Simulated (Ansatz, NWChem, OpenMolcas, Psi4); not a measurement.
**Worked example: SiH3 → SiH2 + H**

Species: SiH3 (silyl radical) `[SiH3]`, doublet; SiH2 `[SiH2]`, singlet; H atom, doublet. 

Shapes, held fixed at every level: PBE0-D4/def2-TZVP. Programs: Ansatz 0.2.0, NWChem 7.3.0, OpenMolcas 26.06, Psi4 1.11. A level may come from different programs for different species; with the same settings they agree closely. Electronic energies: no zero-point or thermal term.

At FCI/6-31G* (spherical functions); 1 Eh = 2625.50 kJ/mol:

| species | energy (Eh) |
| --- | --- |
| SiH3 | -290.697778 |
| SiH2 | -290.092833 |
| H | -0.498233 |

Q: Work out ΔE of the reaction at this level.

A: 
1. Products less reactants: (-290.092833) + (-0.498233) − [(-290.697778)] = 0.106712 Eh = +280.2 kJ/mol.

Other levels give +280.2 (CCSD(T)/6-31G* (spherical functions)) to +339.7 kJ/mol (SVWN5/6-31G* (spherical functions)). No measured value is set beside it here. Open shells run unrestricted unless RO is named.
